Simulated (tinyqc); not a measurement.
Pariser-Parr-Pople SCF with singles CI, for the molecule c1cc[nH]c1 (SMILES; centres numbered as the heavy atoms are written), step by step. One step of it, computed by the program tinyqc.

Task: Singles CI, singlets. Over the 6 single excitations with the smallest orbital gaps: A = (e_a - e_i) delta + 2 (ia|jb) - (ij|ab), with (pq|rs) = sum c_mp c_mq gamma_mn c_nr c_ns. f = 2/3 w |mu|^2 in atomic units, mu = sqrt2 sum c_ia sum_m c_mi c_ma R_m.

orbital energies (eV): [-14.360980, -10.396610, -9.522760, -0.042652, 1.384642]

coefficients, order 1C, 2C, 3C, 4N, 5C:
$$\begin{pmatrix}
0.282084 & 0.584035 & 0.348936 & -0.281632 & -0.615028 \\
0.282106 & 0.584175 & -0.348661 & -0.281375 & 0.615158 \\
0.424987 & 0.065440 & -0.615077 & 0.561283 & -0.348921 \\
0.692530 & -0.555985 & -0.000141 & -0.459654 & 0.000067 \\
0.425009 & 0.065128 & 0.615110 & 0.561419 & 0.348676
\end{pmatrix}$$

repulsion gamma_rs (eV), order 1C, 2C, 3C, 4N, 5C:
$$\begin{pmatrix}
11.130000 & 5.344818 & 4.046371 & 4.368809 & 5.344818 \\
5.344818 & 11.130000 & 5.346212 & 4.368302 & 4.045107 \\
4.046371 & 5.346212 & 11.130000 & 5.923040 & 4.045936 \\
4.368809 & 4.368302 & 5.923040 & 16.800000 & 5.923867 \\
5.344818 & 4.045107 & 4.045936 & 5.923867 & 11.130000
\end{pmatrix}$$

Centres (angstrom, eV; a flat drawing with bonds scaled to 1.40 angstrom):
```
centre          x          y  core charge z          W   gamma_rr
1C       1.191000   0.000000              1  11.160000  11.130000
2C       0.368000   1.133000              1  11.160000  11.130000
3C      -0.963000   0.700000              1  11.160000  11.130000
4N      -0.963000  -0.700000              2  25.600000  16.800000
5C       0.368000  -1.133000              1  11.160000  11.130000
```

Give: singlet CI matrix; singlet excitation energies; oscillator strengths.

Result:

singlet CI matrix (eV), order 3>4, 2>4, 3>5, 2>5, 1>4, 1>5:
$$\begin{pmatrix}
6.3379 & 0.0004 & 0.0005 & -0.2588 & 0.0001 & 0.3674 \\
0.0004 & 6.8712 & 0.8811 & -0.0001 & -0.2120 & 0.0003 \\
0.0005 & 0.8811 & 7.3964 & -0.0001 & 0.1522 & 0.0004 \\
-0.2588 & -0.0001 & -0.0001 & 8.1517 & 0.0003 & 0.3383 \\
0.0001 & -0.2120 & 0.1522 & 0.0003 & 10.3560 & -0.0001 \\
0.3674 & 0.0003 & 0.0004 & 0.3383 & -0.0001 & 11.3966
\end{pmatrix}$$

singlet excitation energies (eV): [6.1980, 6.2686, 8.0532, 8.1636, 10.3724, 11.4540]

oscillator strengths: [0.0331, 0.3441, 1.0068, 0.4371, 0.0072, 0.0167]
